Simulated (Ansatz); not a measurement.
Two shapes of singlet CH3BO.

Shape 1:

```xyz
6

B     0.0000    0.0000   -1.3364
C     0.0000    0.0000    0.1827
O     0.0000    0.0000    1.3146
H     0.0000   -1.1811   -1.6437
H    -1.0229    0.5906   -1.6437
H     1.0229    0.5906   -1.6437
```

Shape 2:

```xyz
6

B     0.0000    0.0000   -1.2295
C     0.0000    0.0000    0.1681
O     0.0000    0.0000    1.2094
H     0.0000   -1.0866   -1.5122
H    -0.9410    0.5433   -1.5122
H     0.9410    0.5433   -1.5122
```

Basis set: cc-pVDZ (spherical functions). Frozen core: 3 orbitals. Charge 0, multiplicity 1.

Computed with Ansatz (development build ahead of 0.2.0); each method stands on the lowest determinant of its kind that the runs found.

**Question.** Which shape is lower in energy, and by how much in each method?

**Answer.**

| method | E(2) − E(1) (eV) |
| --- | --- |
| RHF | 1.110 |
| RHF-MP2 | 1.537 |

Shape 1 is lower. Caution: no unrestricted run beside it, a lower state can exist.
